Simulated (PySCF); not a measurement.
Species: butadiynyl radical, C4H (doublet state).
Atom-mapped SMILES: `[C:1]#[C:2][C:3]#[CH:4]` (hydrogens: H5 on C4)

Method: PBE0-D3(BJ)/def2-SVP geometry optimisation, gas phase (PySCF).

**Question.** What internal coordinates does the optimisation give?

**Answer.** 
| bond | length (Å) |
| --- | --- |
| C1≡C2 | 1.283 |
| C2–C3 | 1.343 |
| C3≡C4 | 1.231 |
| C4–H5 | 1.076 |

A selection of angles:
| angle | degrees |
| --- | --- |
| C1–C2–C3 | 167.9 |
| C2–C3–C4 | 179.1 |
| C3–C4–H5 | 179.8 |

The 4 heavy atoms lie in one plane (0.001 Å rms). C2 (carbon bonded to 2 C) is bent (angle 167.9°). The 3 C–C bonds span 1.231 Å (C3≡C4, drawn triple) to 1.343 Å (C2–C3, drawn single), a spread of 0.112 Å.

Whether it is a minimum is left open (no frequencies). ⟨S²⟩ = 0.796 (exact for a doublet: 0.75).

The run took 17 s on one thread of an Arm Neoverse V1, no GPU, shared host with 32 logical CPUs at a one-minute load of 14, and the process peaked at 0.29 GiB of memory. This is the geometry optimisation.
